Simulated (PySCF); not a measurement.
tetrafluoromethane (CF₄), SMILES FC(F)(F)F. Coordinates come from a B3LYP-D3(BJ)/def2-SVP optimisation.

Computed with B3LYP-D3(BJ)/def2-SVP run with PySCF.

Harmonic wavenumbers (cm⁻¹): 437, 437, 630, 630, 630, 918, 1305, 1305, 1305. Rotational constants (GHz): 5.699, 5.699, 5.699; symmetry number 12.

Task: Work out the zero-point energy and the ideal-gas rigid-rotor harmonic-oscillator thermochemistry at 298.15 K and 1 atm.

Result: ZPE = ½ Σ hcν = ½ × 7597 cm⁻¹ = 45.44 kJ/mol. H − E(el) = 58.15 kJ/mol. Entropy in J/(mol K): translation 164.59, rotation 83.80, vibration 12.91, total 261.30. G − E(el) = -19.75 kJ/mol. Cp = 60.87 J/(mol K).
